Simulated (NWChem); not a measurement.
**Correlation energy of Be (+1)**

SMILES: [Be+]
```xyz
1

Be     0.0000     0.0000     0.0000
```
Charge +1, spin multiplicity 2.

All runs are NWChem calculations.

Basis set: def2-TZVP. Each correlation energy counts from its own Hartree-Fock reference.

| method | correlation energy (mHa) |
|---|---|
| SCS-UMP2 | 0.0 |
| CCSD(T) on UHF | 0.0 |
| CCSD on ROHF | 0.0 |
| CCSD[T] on UHF | 0.0 |
| CCSD on UHF | 0.0 |
| CCSD(T) on ROHF | 0.0 |
| CCSD[T] on ROHF | 0.0 |
| UMP2 | 0.0 |
| CCSDT on ROHF | 0.0 |

The values span 0.0 mHa, from CCSD on ROHF (lowest) to CCSD on UHF (highest). 

The correlated methods keep 1 core orbital frozen. The stability of the SCF solutions was not checked. Open-shell Hartree-Fock references start from PBE0 orbitals. Coupled-cluster values serve here as a point of comparison, not as the truth.
